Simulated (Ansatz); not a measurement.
# ClFH4Si: the cost of one run

All numbers below are computed with Ansatz 0.2.0 (RKS B3LYP-D4/def2-SVP).

## 1. Starting point

Bond lengths: Si1–Cl2 2.480 Å, Si1–H3 1.460 Å, Si1–H4 1.459 Å, Si1–H5 1.459 Å, Si1–F6 1.890 Å, Cl2–H7 1.559 Å. Angles: Si1–Cl2–H7 60.2°, Cl2–Si1–H3 109.5°, Cl2–Si1–H4 109.5°, Cl2–Si1–H5 109.5°, Cl2–Si1–F6 71.6°, H3–Si1–H4 109.5°, H3–Si1–H5 109.5°, H3–Si1–F6 178.9°, H4–Si1–H5 109.5°, H4–Si1–F6 70.0°, H5–Si1–F6 70.0°.

Structure file:

```xyz
7

Si    0.0000    0.0000    0.0000
Cl    0.0000    0.0000    2.4800
H     1.3768    0.0000   -0.4862
H    -0.6877    1.1914   -0.4862
H    -0.6877   -1.1914   -0.4862
F    -1.7936    0.0000    0.5960
H    -1.3527    0.0000    1.7054
```

## 2. A restrained relaxation towards end A

Springs on the bonds that form and break draw the guess towards this end; the thresholds are loose.

The input, input.yaml:

```yaml
crystal:
  periodic: [false, false, false]
  atoms:
    - { symbol: Si, position_ang: [0.0, 0.0, 0.0] }
    - { symbol: Cl, position_ang: [0.0, 0.0, 2.48] }
    - { symbol: H, position_ang: [1.3768, 0.0, -0.4862] }
    - { symbol: H, position_ang: [-0.6877, 1.1914, -0.4862] }
    - { symbol: H, position_ang: [-0.6877, -1.1914, -0.4862] }
    - { symbol: F, position_ang: [-1.7936, 0.0, 0.596] }
    - { symbol: H, position_ang: [-1.3527, 0.0, 1.7054] }
basis:
  gaussian: { orbitals: def2-SVP }
hamiltonian:
  xc: b3lyp
  dispersion: d4
relax:
  f_tol: 0.15
  max_steps: 25
  restrain:
    - { distance: [0, 5], at: 2.79, k: 30.0 }
    - { distance: [6, 1], at: 2.57, k: 30.0 }
    - { distance: [0, 1], at: 2.13, k: 30.0 }
    - { distance: [6, 5], at: 0.92, k: 30.0 }
output:
  orbitals: {}
```

Run with:

```bash
$ ansatz run input.yaml --threads 1 --pin off --max-ram 2048MiB --backend cpu --events-out ev --progress --plain --runs-dir out
```

**Question.** How long does this run take on 1 thread of Arm Neoverse V1, shared host, and how much memory does it need?

About 18 s, with a peak of 0.14 GiB.
